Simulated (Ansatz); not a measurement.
A nudged elastic band was laid between two geometries of H5OPSi (8 atoms, charge 0, multiplicity 1).

These are results of RKS BLYP/def2-SVP (Ansatz), not measurements.

| Property | Result |
| --- | --- |
| movable images | 5 |
| climbing image | yes |
| spring | 5.0 eV/Å² |
| optimiser | quadratic models (default) |
| start path | through a guess of the saddle point |
| force threshold | 0.05 eV/Å |
| iteration limit | 60 |
| end points | relaxed |

Image 0:

```xyz
8
Properties=species:S:1:pos:R:3
O -1.114 0.284 -1.533
P -0.430 1.163 -0.225
Si 0.564 -0.623 0.849
H -2.044 0.575 -1.613
H 0.809 1.572 -0.854
H 1.509 -0.090 1.891
H 1.309 -1.518 -0.097
H -0.511 -1.421 1.526
```

Image 6:

```xyz
8
Properties=species:S:1:pos:R:3
O -0.374 0.706 -1.747
P -1.049 0.671 -0.167
Si 0.519 -0.720 0.800
H -1.107 0.545 -2.373
H -0.432 1.867 0.367
H 1.926 -0.337 0.445
H 0.265 -2.121 0.326
H 0.343 -0.669 2.293
```

Task: Which bonds break or form, and what moves?

Result: No bond is made or broken. The dihedral O1–P2–Si3–H6 goes from 167 to 46°. The two ends are copies of one structure, up to a mirror image or an exchange of like atoms.

Task: Give the energies along the band, and the barrier.

Result: The forces met the threshold. The highest image is number 3 of 0 to 6, 0.092 eV above the ends, which have the same energy within 2 meV. A vibrational analysis at the climbing image gives one clearly imaginary mode, 151i cm⁻¹: a first-order saddle point.

```
image  path coordinate (Å)  energy (eV)  dihedral O1–P2–Si3–H6 (°)
    0                 0.00        0.000                        167
    1                 0.60        0.021                        148
    2                 1.20        0.068                        128
    3                 1.79        0.092                        107
    4                 2.42        0.068                         86
    5                 3.04        0.021                         65
    6                 3.67        0.000                         46
```

Task: What is the geometry of the highest image?

Result: 
```xyz
8
Properties=species:S:1:pos:R:3
O -0.763 0.565 -1.705
P -0.860 0.924 -0.030
Si 0.585 -0.717 0.787
H -1.683 0.508 -2.029
H 0.154 1.954 0.023
H 1.901 -0.161 1.255
H 0.820 -1.717 -0.306
H -0.062 -1.414 1.951
```

Task: What are the harmonic wavenumbers there?

Result: 151i, 165, 227, 401, 472, 520, 727, 730, 861, 900, 907, 926, 1082, 2141, 2153, 2171, 2243, 3668 cm⁻¹.

The run took 5.4 min on 1 thread of Intel(R) Xeon(R) Platinum 8259CL CPU @ 2.50GHz (Skylake/Cascade Lake), on a shared host, peak memory 0.25 GiB.
